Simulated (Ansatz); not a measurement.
Geometry optimisation, Ansatz, RKS PBE/def2-SVP.

input.yaml

```yaml
crystal:
  periodic: [false, false, false]
  atoms:
    - { symbol: B, position_ang: [0.256184, -0.078154, 0.044172] }
    - { symbol: F, position_ang: [0.222162, -0.149841, 1.369344] }
    - { symbol: H, position_ang: [1.30972, 0.192495, -0.440706] }
    - { symbol: O, position_ang: [-0.84619, -0.300852, -0.706937] }
    - { symbol: H, position_ang: [-1.626976, -0.510348, -0.158674] }
basis:
  gaussian: { orbitals: def2-SVP }
hamiltonian:
  xc: pbe
relax:
  f_tol: 0.03
  max_steps: 50
output:
  orbitals: {}
```

Launched with:

```bash
$ ansatz run input.yaml --threads 1 --pin off --max-ram 2048MiB --backend cpu --events-out ev --progress --plain --runs-dir out
```

Where does it end, and by what steps?

The run converged. After 2 steps the energy has fallen by 0.023 eV; H3 moved furthest, 0.04 Å.

| step | energy less start (eV) | largest force component (eV/Å) | accepted |
| --- | --- | --- | --- |
| 0 | 0.0000 | 0.713 | yes |
| 1 | -0.0199 | 0.260 | yes |
| 2 | -0.0233 | 0.021 | yes |

```xyz
5
Properties=species:S:1:pos:R:3
B 0.263 -0.077 0.056
F 0.194 -0.158 1.395
H 1.314 0.195 -0.482
O -0.836 -0.299 -0.702
H -1.621 -0.509 -0.160
```

Whether the end is a true minimum wasn't checked by a vibrational analysis.

Run time: 3.7 s on 1 thread of Arm Neoverse V1, on a shared host, peak memory 0.12 GiB.
